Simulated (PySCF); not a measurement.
Q: Write a Z-matrix for InChI=1S/C4H12N2/c1-4(6)2-3-5/h4H,2-3,5-6H2,1H3/t4-/m0/s1 as optimised with PBE0-D3(BJ)/def2-SVP.

A: 
Z-matrix in Å and degrees, rows numbered from 1:
```
C 
C   1  1.5284
N   2  1.4557  1  113.63
C   2  1.5257  1  112.49  3  -123.57
C   4  1.5191  2  115.40  1   -64.48
N   5  1.4496  4  110.44  2  -179.68
H   1  1.1012  2  112.54  3  -176.08
H   1  1.1032  2  110.45  3    63.46
H   1  1.1017  2  110.76  3   -55.89
H   2  1.1064  1  107.90  3   118.04
H   3  1.0203  2  109.34  1   -62.23
H   3  1.0185  2  110.14  1    53.63
H   4  1.1050  2  109.84  1    58.39
H   4  1.1034  2  107.20  1   173.35
H   5  1.1031  4  109.65  2    61.60
H   5  1.1131  4  108.49  2   -53.54
H   6  1.0172  5  110.71  4  -179.86
H   6  1.0187  5  110.00  4    63.02
```

N3 (primary amine nitrogen) is pyramidal (angles 110.1°, 109.3° and 105.8°, sum 325.3°, 0.40 Å off the plane of its three neighbours). N6 (primary amine nitrogen) is pyramidal (angles 110.7°, 110.0° and 106.2°, sum 327.0°, 0.39 Å off the plane of its three neighbours). Of the pairs four or more bonds apart, H7···H15 is among the closest relative to their van der Waals radii: 2.24 Å, 94 % of the sum of Bondi's values.

Method used: PySCF 2.14.0, PBE0-D3(BJ)/def2-SVP geometry optimisation, gas phase.

Point group: C1 (no symmetry element, even within 0.4 Å). No PBE0-D3(BJ)/def2-SVP frequencies stand behind this structure, so it isn't proved a minimum. One conformer, not necessarily the lowest (C1–C2–N3–H -62° and 54°, C1–C2–C4–C5 -64°, C2–C4–C5–N6 180°, C4–C5–N6–H 180° and 63°).
